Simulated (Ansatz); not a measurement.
# C3H8FO (charge +1): ranking of conformers in Python

A script is to give a ranking of conformers; the system is C3H8FO (charge +1).

Program: Ansatz 0.2.0 through its Python package. Level of theory: PBE/cc-pVDZ. These are calculated values, not measurements.

## 1. The system

The script builds its own geometries from the SMILES C[O+](C)CF.

The script holds or builds the structure itself.

## 2. The code

conformers_c3h8fo.py

```python
"""Rank force-field conformers of C3H8FO(+) by single points."""

import ansatz as az
from rdkit import Chem
from rdkit.Chem import AllChem

BASIS_SET = "cc-pVDZ"
FUNCTIONAL = "pbe"
NET_CHARGE = 1


def main() -> None:
    rd = Chem.AddHs(Chem.MolFromSmiles("C[O+](C)CF"))
    ids = list(AllChem.EmbedMultipleConfs(rd, numConfs=20, randomSeed=243, pruneRmsThresh=0.4))
    field = [energy for _, energy in AllChem.MMFFOptimizeMoleculeConfs(rd)]
    distinct = {round(e, 2): i for i, e in zip(ids, field)}
    chosen = sorted(distinct.items())[:4]
    found = []
    for force_field, index in chosen:
        geometry = az.Crystal.molecule()
        for atom, xyz in zip(rd.GetAtoms(), rd.GetConformer(index).GetPositions()):
            geometry = geometry.atom(atom.GetSymbol(), xyz.round(5).tolist())
        calc = geometry.calculation()
        calc = calc.basis(gaussian=BASIS_SET)
        calc = calc.functional(FUNCTIONAL)
        calc = calc.charge(NET_CHARGE)
        found.append(calc.run().report["free_energy_ev"])
    print("conformer   MMFF (kcal/mol)   this level (kcal/mol)")
    for (force_field, index), e in zip(chosen, found):
        print(f"{index:9d} {force_field - chosen[0][0]:17.2f} {23.060548 * (e - min(found)):17.3f}")


if __name__ == "__main__":
    main()
```

## 3. The input behind the calls

The package turns the script's settings into the engine's input (first run):

```yaml
crystal:
  periodic: [false, false, false]
  atoms:
    - { symbol: C, position_ang: [-0.90325, 1.01204, -0.19551] }
    - { symbol: O, position_ang: [-0.18474, -0.20517, -0.32609] }
    - { symbol: C, position_ang: [-0.32709, -1.07173, 0.78913] }
    - { symbol: C, position_ang: [1.16081, -0.02337, -0.72869] }
    - { symbol: F, position_ang: [1.80702, 0.62744, 0.27042] }
    - { symbol: H, position_ang: [-1.96228, 0.80058, -0.01559] }
    - { symbol: H, position_ang: [-0.83431, 1.58964, -1.12293] }
    - { symbol: H, position_ang: [-0.51053, 1.61025, 0.63309] }
    - { symbol: H, position_ang: [-1.38767, -1.27755, 0.9664] }
    - { symbol: H, position_ang: [0.10738, -0.62446, 1.68905] }
    - { symbol: H, position_ang: [0.16594, -2.02793, 0.58647] }
    - { symbol: H, position_ang: [1.2184, 0.57617, -1.64195] }
    - { symbol: H, position_ang: [1.65033, -0.98592, -0.90379] }
basis:
  gaussian:
    orbitals: cc-pVDZ
hamiltonian:
  xc: pbe
total_charge: 1.0
```

## 4. The run

Started as:

```sh
> python conformers_c3h8fo.py
```

Without the output at hand: what should come out? Wanted: lowest; next above it by.

**Answer**, as computed:

| quantity | value |
| --- | --- |
| runs compared | 2 |
| lowest | run 1 |
| next above it by | 0.107 eV |

**Reading.** The structures are force-field minima, not relaxed at this level. Of those tried, run 1 is lowest; run 2 lies 0.107 eV above it. The conformers keep their force-field geometries.
